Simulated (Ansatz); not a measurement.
# H5NSi: the cost of one run

All numbers below are computed with Ansatz 0.2.0 (RKS PBE0-D4/def2-SVP).

### Step 1. The structure to begin with

Bond lengths: Si1–N2 2.020 Å, N2–H3 1.060 Å, N2–H4 1.060 Å, Si1–H5 1.660 Å, Si1–H6 1.459 Å, Si1–H7 1.459 Å. Angles: Si1–N2–H3 87.0°, Si1–N2–H4 151.6°, H3–N2–H4 120.0°, N2–Si1–H5 45.6°, N2–Si1–H6 122.7°, N2–Si1–H7 122.7°, H5–Si1–H6 121.5°, H5–Si1–H7 121.5°, H6–Si1–H7 109.5°.

As a file:

```xyz
7

Si    0.0000    0.0000    0.0000
N     1.1383    0.0000    1.6687
H     0.2613   -0.2713    2.1987
H     2.0153    0.2713    2.1987
H     1.6341    0.0000    0.2923
H    -0.6877    1.1914   -0.4862
H    -0.6877   -1.1914   -0.4862
```

### Step 2. A restrained relaxation towards end A

Springs on the bonds that form and break draw the guess towards this end; the thresholds are loose.

File input.yaml:

```yaml
crystal:
  periodic: [false, false, false]
  atoms:
    - { symbol: Si, position_ang: [0.0, 0.0, 0.0] }
    - { symbol: "N", position_ang: [1.1383, 0.0, 1.6687] }
    - { symbol: H, position_ang: [0.2613, -0.2713, 2.1987] }
    - { symbol: H, position_ang: [2.0153, 0.2713, 2.1987] }
    - { symbol: H, position_ang: [1.6341, 0.0, 0.2923] }
    - { symbol: H, position_ang: [-0.6877, 1.1914, -0.4862] }
    - { symbol: H, position_ang: [-0.6877, -1.1914, -0.4862] }
basis:
  gaussian: { orbitals: def2-SVP }
hamiltonian:
  xc: pbe0
  dispersion: d4
relax:
  f_tol: 0.15
  max_steps: 25
  restrain:
    - { distance: [1, 4], at: 2.26, k: 30.0 }
    - { distance: [0, 1], at: 1.82, k: 30.0 }
    - { distance: [0, 4], at: 1.46, k: 30.0 }
```

Started as:

```sh
$ ansatz run input.yaml --threads 1 --pin off --max-ram 2048MiB --backend cpu --events-out ev --progress --plain --runs-dir out
```

Q: Estimate wall time and peak memory on 1 thread of Intel Xeon 6975P-C (Granite Rapids), shared host.

About 7.7 s, with a peak of 0.13 GiB.
